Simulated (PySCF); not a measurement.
Gas-phase reaction: 3 SiH₃ + 4 O₂ + 2 SiF₄ = 4 SiF₂(OH)₂ + SiH

Computed with PySCF and rigid-rotor harmonic-oscillator thermochemistry at 1 bar. † marks an energy on the PBE0/def2-TZVP geometry and frequencies; other levels use their own. 6-31G* has spherical d functions here. Open shells (unrestricted): SiH₃ (multiplicity 2), O₂ (multiplicity 3), SiH (multiplicity 2); the rest are closed-shell singlets. Spin-orbit splitting is ignored; it lowers the true energy and changes the entropy of SiH. B3LYP is the form with VWN-RPA correlation. SiF₂(OH)₂: computed as isolated molecules; such fragments, hydroxides, amides, oligomers or adducts are transient or little studied in the gas.

PBE/def2-SVP gives ΔH°(298 K) = -2393 kJ.

Question: What do HF/def2-TZVP†, PBE0/def2-TZVP, B3LYP/6-31G* give?

Answer: HF/def2-TZVP†: -2511 kJ; PBE0/def2-TZVP: -2670 kJ; B3LYP/6-31G*: -2427 kJ. For scale, ΔH°(298 K) is -2393 kJ at this level, -2835 kJ at ωB97M-V/def2-TZVP†, and runs from -3600 to -2313 kJ over the 20 levels computed († marks an energy on the PBE0/def2-TZVP geometry).
